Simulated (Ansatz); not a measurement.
# bcc Na

All values below come from r²SCAN (PAW; Ansatz, a program for electronic structure).

Settings: plane-wave cutoff 500 eV, 24×24×24 k mesh, Fermi–Dirac smearing 0.1 eV, scalar-relativistic PAW data made under PBE.

Cell: relaxed at this level.

For bcc Na, the volume per atom comes out as 37.71 Å³/atom and the lattice parameter a is 4.225 Å.

Measured, for comparison: equilibrium volume per atom 37.42 Å³/atom (static lattice: zero-point anharmonic expansion removed; as tabulated in Mejia-Rodriguez and Trickey (2018), arXiv:1807.09216); lattice constant a 4.214 Å (static lattice: zero-point anharmonic expansion removed, our sources range from 4.207 to 4.214; as tabulated in Mejia-Rodriguez and Trickey (2018), arXiv:1807.09216). Computed (rounded) less measured: equilibrium volume per atom +0.8 %, lattice constant a +0.3 % (+0.3 % to +0.4 % over the range).

The computed numbers hold no vibrational or temperature effects.

The result took roughly 50 core-seconds.
